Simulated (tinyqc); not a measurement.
Harmonic frequencies on the UHF/sto-3g surface (energies and gradients from PySCF), for OH+, spin multiplicity 3, step by step. Computed by tinyqc, a small Python program that keeps every step (integrals from PySCF). Settings: charge = 1, multiplicity = 3, basis = sto-3g, delta = 0.01. Command: `OMP_NUM_THREADS=1 python tinyqc.py 25499 25500 out.jsonl` (the two numbers bound the seeds that draw the settings). One thread of a shared host (Intel(R) Xeon(R) Processor @ 2.60GHz), about 0.9 s of CPU time with the checks.

## One row of the Hessian: 1Oz

optimised positions (bohr):
```
          x        y         z
1O  0.00000  0.00000  -0.00231
2H  0.00000  0.00000   2.04510
```

gradient at +delta (hartree/bohr):
```
            x          y           z
1O  0.0000000  0.0000000   0.0043017
2H  0.0000000  0.0000000  -0.0043017
```

gradient at -delta (hartree/bohr):
```
            x          y           z
1O  0.0000000  0.0000000  -0.0041783
2H  0.0000000  0.0000000   0.0041783
```

Displace 1Oz by +/-0.01 bohr; H(k, :) = (g(+) - g(-)) / (2 delta).

row of the Hessian (hartree/bohr^2): 1Ox 0.0000000, 1Oy 0.0000000, 1Oz 0.4239998, 2Hx 0.0000000, 2Hy 0.0000000, 2Hz -0.4239998

## Hessian by finite differences

All rows are made in the same way, and the matrix is symmetrised.

Hessian (symmetrised) (hartree/bohr^2):
```
            1Ox         1Oy         1Oz         2Hx         2Hy         2Hz
1Ox   0.0000080   0.0000000   0.0000000  -0.0000080   0.0000000   0.0000000
1Oy   0.0000000   0.0000080   0.0000000   0.0000000  -0.0000080   0.0000000
1Oz   0.0000000   0.0000000   0.4239998   0.0000000   0.0000000  -0.4239998
2Hx  -0.0000080   0.0000000   0.0000000   0.0000080   0.0000000   0.0000000
2Hy   0.0000000  -0.0000080   0.0000000   0.0000000   0.0000080   0.0000000
2Hz   0.0000000   0.0000000  -0.4239998   0.0000000   0.0000000   0.4239998
```

## Normal modes

masses (u): 1O 15.99492, 2H 1.00782

Diagonalise H_ij / sqrt(m_i m_j); the 5 smallest eigenvalues belong to translations and rotations; wavenumber = sqrt(eigenvalue / 1822.888) x 219474.63; each mode has its largest component positive (the first on a tie); zero-point energy = sum of wavenumbers / 2, with 349.755 1/cm per kcal/mol.

eigenvalues of the mass-weighted Hessian (hartree/(bohr^2 u)): 0.00000  0.00000  0.00000  0.00001  0.00001  0.44722

harmonic wavenumbers of the vibrations (1/cm): 3437.7

mass-weighted modes:
```
       mode 1
1Ox   0.00000
1Oy   0.00000
1Oz  -0.24346
2Hx   0.00000
2Hy   0.00000
2Hz   0.96991
```

zero-point energy = 4.91438 kcal/mol
